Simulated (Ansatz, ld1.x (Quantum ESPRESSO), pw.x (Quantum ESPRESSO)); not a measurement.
Which N potential is closest to all-electron in the diamond crystal?

All use LDA (PW92), scalar-relativistic, no spin, cutoffs from each file’s atomic test, pw.x 7.5; 11³ k-points, Fermi–Dirac smearing 0.01 Ry. Δ is the rms difference from all-electron LAPW of the E(V) curves that follow from fits to the pressures, over ±6 % in volume. Mesh and smearing are coarse and serve the comparison alone. The files are a selection: those with a ghost or negative overlap were mostly not run, and those with noisy or unconverged pressures or nearly equal Δ are left out. Spin polarisation is left out.

All-electron: a0 = 4.089 Å (V0 = 8.55 Å³/atom), B0 = 175.2 GPa.

(1) Rank them by Δ, smallest first.
A. PAW, ld1.x (Quantum ESPRESSO) 7.5, LDA (PW92); core [He], reference 2s2 2p3; waves: 2s (bound): rcut 0.95, rcutus 1.05 bohr; 2s channel at -0.7 Ry: rcut 0.95, rcutus 1.05 bohr; 2p (bound): rcut 1.55, rcutus 1.95 bohr; 2p channel at 0.3 Ry: rcut 1.55, rcutus 1.95 bohr; 3d channel at 0.45 Ry: rcut 1.75, rcutus 2.20 bohr; local part: all-electron potential smoothed inside 1.40 bohr (lloc = -2); core correction: Bessel-smoothed model core inside 0.65 bohr; augmentation: PSQ, inside the norm-conserving radii.
B. norm-conserving Troullier–Martins (Kleinman–Bylander form), ld1.x (Quantum ESPRESSO) 7.5, LDA (PW92); core [He], reference 2s1.5 2p3.5; waves: 2s (bound): rc 1.00 bohr; 2p (bound): rc 1.25 bohr; 3d channel at 0.5 Ry: rc 1.20 bohr; local part: the d channel; core correction: Bessel-smoothed model core inside 1.05 bohr.
C. ultrasoft, ld1.x (Quantum ESPRESSO) 7.5, LDA (PW92); core [He], reference 2s2 2p3; waves: 2s (bound): rcut 0.75, rcutus 1.00 bohr; 2s channel at 1.85 Ry: rcut 0.75, rcutus 1.00 bohr; 2p (bound): rcut 1.95, rcutus 2.20 bohr; 2p channel at 0.4 Ry: rcut 1.95, rcutus 2.20 bohr; 3d channel at -0.15 Ry: rcut 1.70, rcutus 2.05 bohr; 3d channel at 1.8 Ry: rcut 1.70, rcutus 2.05 bohr; local part: all-electron potential smoothed inside 1.00 bohr (lloc = -1); core correction: Bessel-smoothed model core inside 0.70 bohr; augmentation: PSQ, radius 0.55 bohr.

Results:

(1) B (0.0 meV/atom), A (0.4 meV/atom), C (9.9 meV/atom).
